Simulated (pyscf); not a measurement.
7 gas-phase steps of one pattern: four-centre exchange on the singlet surface, Cl–H + H–Si or Cl–H + H–Sn or F–H + Ge–H or F–H + H–Si or F–H + H–Sn broken and Cl–Si + H–H or Cl–Sn + H–H or F–Ge + H–H or F–Si + H–H or F–Sn + H–H formed. Single points on ωB97X-D3(BJ)/def2-SVP structures (PySCF, gas phase). Electronic energies in kJ/mol, from the separated reactants; ΔE‡ at ωB97M-D3(BJ)/def2-TZVP, beside the barrier at PBE/def2-TZVP on the same structures. Rows were drawn at random from the steps of this pattern with a verified saddle, stable references and no exit in the data more than 5 kcal/mol lower.

```
row                                                                                                                  step  ΔE‡(PBE)    ΔE‡
---  --------------------------------------------------------------------------------------------------------------------  --------  -----
1    H₂N–SiH(NH₂)–NH₂ (SMILES N[SiH](N)N) + HF (SMILES F) → H₂N–Si(NH₂)(NH₂)–F (SMILES N[Si](N)(N)F) + H₂ (SMILES [H][H])      58.1   77.3
2               H₂N–SiH₂–Cl (SMILES N[SiH2]Cl) + HF (SMILES F) -> H₂N–SiH(F)–Cl (SMILES N[SiH](F)Cl) + H₂ (SMILES [H][H])      71.2   92.5
3            H₂N–SiH₂–NH₂ (SMILES N[SiH2]N) + HCl (SMILES Cl) → H₂N–SiH(NH₂)–Cl (SMILES N[SiH](N)Cl) + H₂ (SMILES [H][H])      74.3   96.6
4                       H₂N–SiH₃ (SMILES N[SiH3]) + HCl (SMILES Cl) → H₂N–SiH₂–Cl (SMILES N[SiH2]Cl) + H₂ (SMILES [H][H])      84.0  108.6
5        H₃Sn–SnH₃ (SMILES [SnH3][SnH3]) + HCl (SMILES Cl) -> Cl–SnH₂–SnH₃ (SMILES [Cl][SnH2][SnH3]) + H₂ (SMILES [H][H])      95.2  128.4
6                H₃C–SnH₃ (SMILES [CH3][SnH3]) + HF (SMILES F) -> H₃C–SnH₂–F (SMILES [CH3][SnH2][F]) + H₂ (SMILES [H][H])      78.0  104.1
7             H₃Ge–GeH₃ (SMILES [GeH3][GeH3]) + HF (SMILES F) → F–GeH₂–GeH₃ (SMILES [F][GeH2][GeH3]) + H₂ (SMILES [H][H])     129.8      ?
```

**Question.** Fit ΔE‡ = a + b·ΔE‡(PBE) to the other rows and predict row 7.

**Answer.** Over the 6 complete rows the means are +76.8 (ΔE‡(PBE)) and 101.2 (ΔE‡); least squares gives b = 1.37 and a = -4.0 kJ/mol, with residuals of 1.7 kJ/mol (root mean square; largest 2.5, row 4). For row 7: -4.0 + 1.37 × (+129.8) = 173.8 kJ/mol, an extrapolation. The computed barrier is 156.6 kJ/mol, 17.2 under the line. The line follows the complete rows closely but misses this one by more than their scatter. Each barrier is that of the saddle found. Elements up to Kr have no core potential and no relativistic terms here. Elements past Kr carry the def2 core potentials, without spin-orbit coupling.
